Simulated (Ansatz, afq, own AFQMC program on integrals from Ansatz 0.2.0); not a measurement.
AFQMC on a folder of integrals that Ansatz 0.2.0 wrote.

```yaml
crystal:
  periodic: [false, false, false]
  atoms:
    - {symbol: N, position_ang: [-1.858313, -0.013242, -0.020610]}
    - {symbol: H, position_ang: [-2.155593, 0.954591, -0.020610]}
    - {symbol: H, position_ang: [-2.155592, -0.415541, 0.859649]}
    - {symbol: H, position_ang: [-0.845853, -0.013242, -0.020611]}
    - {symbol: N, position_ang: [1.735771, -0.013241, -0.020611]}
    - {symbol: C, position_ang: [0.575687, -0.013241, -0.020611]}
basis:
  gaussian: {orbitals: cc-pVDZ}
magnetization: {spin_polarized: false, initial_magnetization: 1}
correlation: {method: ccsd_t, electrons: outside_noble_gas, hamiltonian_folder: ham}
```

```sh
$ ansatz run in.yaml --threads 1 --pin off --events-out ev --progress --plain --max-ram 16896MiB --backend cuda --devices 0, --max-vram 18GiB
```

Options of the walk:

```
--method phaseless --trial cisd --walkers 4000 --populations 20 --least-time 60 --time-step 0.005 --steps-per-block 50 --equilibration-blocks 28 --max-blocks 4000 --target-error 0.00024 --factor-cut 1e-05 --start spin_pure --seed 7186 --release-times 0.24,0.51,0.99,1.5 --release-step 0.03 --release-every 4 --taylor-order 6
```

Times are imaginary, in 1/Eh. The walk had a cap of 198 s. With eight or more populations the least sampling time is a fifth of least-time, and the error comes from their spread.

Log:

```
orbitals 54  electrons 9 8  factors 426 of 535
reference energy -148.36401310 Eh
CCSD correlation -0.49622126 Eh in 17 cycles, weight of the determinant in the CISD state 0.8062
energy of the start -148.860244 Eh
 block  time / (1/Eh)  mean weight  energy / Eh
     1     0.250  0.9996  -148.848264
     2     0.500  0.9999  -148.857869
     3     0.750  1.0003  -148.865290
     4     1.000  0.9996  -148.870934
     5     1.250  0.9997  -148.873256
    10     2.500  1.0004  -148.883179
    25     6.250  0.9997  -148.879911
    31     7.750  1.0008  -148.885043
    40    10.000  1.0000  -148.883137
    49    12.250  0.9996  -148.876254
    55    13.750  0.9999  -148.884505
    70    17.500  1.0001  -148.884386
    85    21.250  0.9997  -148.876562
   100    25.000  1.0003  -148.879604
   115    28.750  1.0003  -148.876824
   130    32.500  1.0002  -148.878555
   133    33.250  0.9999  -148.878600
error from the spread of 20 populations
released: time / (1/Eh)  energy / Eh  error  mean overlap
  0.24  -148.881193  0.000462  0.9966
  0.51  -148.881706  0.000269  0.9946
  0.99  -148.882332  0.000365  0.9975
  1.50  -148.882294  0.000458  1.0046
energy -148.880147 +/- 0.000350 Eh
(rows thinned)
```

The run passed its tests (sampling time, drift between the halves within three errors, error under three times the target), which doesn't prove that it has relaxed, ending at its cap on processor time. The second half of the sampling lies above the first by 2.5 errors of their difference, so the energy may still be moving and its error bar be too small.

Against this walk (error 9.5 meV) on the same determinant: CCSD(T) 17.8 meV higher (within the noise), CCSDT(Q) 60.4 meV lower. The error is statistical and leaves out the bias of the constraint. Released to 1.50 1/Eh the energy lies 58 ± 16 meV (both errors) below the phaseless value, which shows part or all of the bias of the constraint, and CCSDT(Q) lies 2.0 meV below the released value. CCSDT(Q) is the surest value here, so the walk's 60 meV above it is most likely the bias of the constraint with this trial, which can have either sign.

Cautions: constraint bias not in the error; error above the target (9.5 against 6.5 meV); higher spins were not checked; a spin-contaminated unrestricted determinant lies lower (UHF 512 meV lower, ⟨S²⟩ 1.07).

The walk took 3.3 min on 1 × NVIDIA H100 80GB HBM3 with 2 threads of AMD EPYC 7R13 Processor (Zen 3) (shared host) (the card was shared). The log's last line is the phaseless energy.

CCSDT and higher add their correlation energy to the determinant of the CCSD(T) run, since their own runs factorise the integrals more tightly (a shift of under 2 meV). A walk keeps the symmetry of its determinant, which the program's search chose and which needn't be the lowest solution, so a lower state of the same spin and another symmetry isn't excluded.
